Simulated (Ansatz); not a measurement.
# AlNH2+ (quartet): wave-function methods side by side, cc-pVDZ

One table from this session's results is given with a row withheld; the runs are named, their logs left out.

The runs use Ansatz 0.2.0, Gaussian basis; cc-pVDZ, core rule «outside noble gas», up to 6 orbitals frozen.

Plan: UHF; CCSD(T) on ROHF; CCSD(T) on UHF; BCCD(T) on ROHF; CISD; CCSDT(Q) on ROHF; CCSDT(Q) on UHF; CCSDTQ on ROHF.

15 further runs of the same task are left out: 12 for a known fault of the program, 3 set aside as unsound or not needed.

**The geometry**

The geometry is a PBE0/def2-TZVP stationary point (not a proven minimum) of the parent state, kept for this charge and spin.

4 atoms, charge 1, spin multiplicity 4.

Atoms are counted from 1 here; the program's logs count them from 0.

Bond lengths: Al1–N2 1.771 Å, N2–H3 1.007 Å, N2–H4 1.007 Å. Angles: Al1–N2–H3 124.1°, Al1–N2–H4 124.1°, H3–N2–H4 111.7°.

The first run:

File in.yaml:

```yaml
crystal:
  periodic: [false, false, false]
  atoms:
    - {symbol: Al, position_ang: [0.000000, 0.000000, 0.686473]}
    - {symbol: N, position_ang: [0.000000, 0.000000, -1.084932]}
    - {symbol: H, position_ang: [0.000000, 0.833405, -1.649784]}
    - {symbol: H, position_ang: [0.000000, -0.833405, -1.649784]}
basis:
  gaussian: {orbitals: cc-pVDZ}
total_charge: 1
magnetization: {spin_polarized: true, initial_magnetization: 3}
hamiltonian: {xc: hf}
output: {orbitals: {seedname: orbitals}}
```

Run with:

```console
$ ansatz run in.yaml --threads 1 --pin off --events-out ev --progress --plain --max-ram 4096MiB --backend cpu
```

Among the steps run: UHF; CCSD(T) on ROHF; CCSD(T) on UHF; BCCD(T) on ROHF; CISD; CCSDT(Q) on ROHF; CCSDT(Q) on UHF; CCSDTQ on ROHF.

One of the session's tables, all rows but one given; the rest of the session is left out.

It belongs to the step «Misses and costs». 

```
   method  from RCCSDTQ (meV)
     ROHF             +4900.5
      UHF             +4786.8
     RMP2              +676.6
     UMP2              +681.0
     CISD              +288.2
    RCCSD              +105.7
    UCCSD              +103.0
 RCCSD(T)               +18.4
 UCCSD(T)                   ?
  BCCD(T)               +18.5
   RCCSDT                +6.3
   UCCSDT                +4.9
RCCSDT(Q)                +0.2
UCCSDT(Q)                -1.2
  RCCSDTQ                   0
```

**Question.** Estimate the row for UCCSD(T).

**Answer.** from RCCSDTQ (meV): +17.2. In the column «from RCCSDTQ (meV)» it lies between RCCSDT (+6.3) and RCCSD(T) (+18.4).

Caveats from the session: Restricted and unrestricted rows rest on different reference determinants; where their highest levels disagree by more than a few hundredths of an eV, they describe different states and don't form one ladder.
